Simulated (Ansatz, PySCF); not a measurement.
System: C2H6N (charge 0, doublet). It need not be the lowest isomer of its formula. 
Coordinates optimised at B3LYP-D3(BJ)/def2-TZVP (Ansatz, a program for electronic structure):
SMILES: C[CH]N
```xyz
9

C      1.2289    -0.2653    -0.0845
C     -0.0679     0.1514     0.5104
N     -1.1869     0.1736    -0.3274
H      1.5845     0.4305    -0.8614
H      2.0033    -0.3268     0.6805
H      1.1541    -1.2515    -0.5578
H     -0.0803     0.8891     1.3029
H     -2.0677     0.3344     0.1386
H     -1.2520    -0.6074    -0.9664
```
Charge 0, spin multiplicity 2.

Total electronic energies in hartree. Cores are frozen in the correlated levels unless marked. Open shells are spin-unrestricted. No spin-orbit coupling. Non-relativistic. CBS(X,Y): correlation extrapolated as X^-3; Hartree-Fock from the larger set. [CCSD(T)-MP2]/basis is that difference in the basis named.

| level | program | energy (Eh) |
|---|---|---|
| r2SCAN-D3(BJ)/def2-TZVPD | Ansatz + dftd3 | -134.49271 |
| r2SCAN-D4/def2-TZVPD | Ansatz + dftd4 | -134.49247 |
| B3LYP-D4/def2-TZVPD | Ansatz + dftd4 | -134.58748 |
| PBE0-D4/def2-TZVP | Ansatz + dftd4 | -134.41186 |
| TPSSh-D3(BJ)/def2-TZVPD | PySCF + dftd3 | -134.58812 |
| PW6B95/def2-TZVPD | PySCF | -134.73636 |
| LC-wPBE/def2-TZVPD | Ansatz | -134.49306 |
| wB97M-V/def2-TZVPD | Ansatz | -134.49610 |
| wB97X-V/def2-TZVPD | Ansatz | -134.52866 |
| B2PLYP/def2-TZVPD | Ansatz | -134.44517 |
| MP2/6-31G | Ansatz | -133.84829 |
| RI-MP2/cc-pVQZ | Ansatz | -134.27177 |
| CCSD/cc-pVDZ | Ansatz | -134.12212 |
| CCSD(T)/aug-cc-pVDZ | Ansatz | -134.16862 |
| RI-MP2/CBS(cc-pVTZ,cc-pVQZ)+[CCSD(T)-MP2]/cc-pVTZ | Ansatz | -134.3541 |

Totals of different functionals don't rank their quality; only differences between species are comparable.
